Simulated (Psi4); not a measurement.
This Psi4 input (MP2/6-31G*) gives -133.99697 Eh with 57 basis functions.

```
memory 8100 MB

molecule {
-1 1
C    -0.01250278   -0.16829834    1.14391076
N     0.06210633    0.65089648    0.00291556
C    -0.01858037   -0.15746407   -1.14536995
H     0.80260144   -0.95701479    1.22954715
H     0.04682900    0.42338074    2.07234418
H    -0.96149308   -0.78871542    1.23502697
H     0.79603786   -0.94531417   -1.24279419
H     0.03583597    0.44297756   -2.06846351
H    -0.96805666   -0.77701480   -1.23731438
}

set {
  basis 6-31g*
  scf_type df
  freeze_core true
}

energy('mp2')
print_variables()
```

Change:
```diff
- basis 6-31g*
+ basis jun-cc-pv(t+d)z
```

Task: What does the run give now?

Result: -134.23132 Eh (MP2/jun-cc-pV(T+d)Z, 201 functions), a change of -234.35 mEh.
